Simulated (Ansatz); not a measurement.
We consider litharge SnO, described by r²SCAN+rVV10 in Ansatz (plane waves, PAW).

Run with plane-wave cutoff 560 eV, 10×10×8 k mesh (along the axes of the cell as run), Fermi–Dirac smearing 0.01 eV, scalar-relativistic PAW data made under PBE.

Computed at the level's own relaxed cell.

Q: Predict the band gap, bulk modulus, smallest direct gap on the k points sampled, equilibrium lattice constant a and direct gap at Γ.

A: 
- band gap = 0.01 eV (under three smearing widths, so not firm)
- bulk modulus = 33.6 GPa
- smallest direct gap on the k points sampled = 2.19 eV
- equilibrium lattice constant a = 3.794 Å
- direct gap at Γ = 2.48 eV

Measured, for comparison: bulk modulus 35 ± 1 GPa (temperature not stated, no zero-point or thermal correction, equation of state from high-pressure X-ray diffraction; as tabulated in Giefers, Porsch, Wortmann, Structural study of SnO at high pressure …); lattice constant a 3.801 Å (temperature not stated, no zero-point or thermal correction; as tabulated in Electronic properties of the Sn1−xPbxO alloy and band alignment of the SnO/PbO …). Computed (rounded) less measured: bulk modulus -4 %, lattice constant a -0.2 %.

Note: the bulk modulus comes from volumes at which shape and atoms were relaxed.

Spin–orbit coupling is not included; it can close the smallest gap of 0.01 eV.

Static lattice: no zero-point or thermal effects.

Ansatz is an electronic-structure program.
